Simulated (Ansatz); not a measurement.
## Zinc-blende HgTe: cohesive energy by level of theory

No measured value is used here.

| level (code) | value (eV/atom) | cell (Å³/atom) |
|---|---|---|
| LDA (Ansatz) | 2.26 | 33.30 |
| PBE (Ansatz) | 1.47 | 36.77 |
| r²SCAN+rVV10 (Ansatz) | (withheld) | 34.74 |
| LC-ωPBE (Ansatz) | 1.53 | 33.15 |
| Hartree–Fock (Ansatz) | 0.56 | 37.97 |

Question: Some entries are withheld; supply them.

Answer: 
- r²SCAN+rVV10 (Ansatz, a quantum-chemistry and plane-wave program), value (eV/atom): 1.78

Free atoms are spin-polarised, in the lowest state found; at levels without +SOC their spin–orbit coupling is left out.  Density-functional levels without +SOC have no spin–orbit coupling, which shifts binding energies of heavy elements. Hartree–Fock: the cell is over a tenth larger than the published one: the level's own overestimate first of all, though another phase or state, or a fault of the published cell, is possible. Each level is taken at its own relaxed cell. Cutoffs and k meshes differ between the levels. Ansatz's density-functional and Hartree–Fock values are scalar-relativistic unless marked +SOC, with PAW data made under PBE.
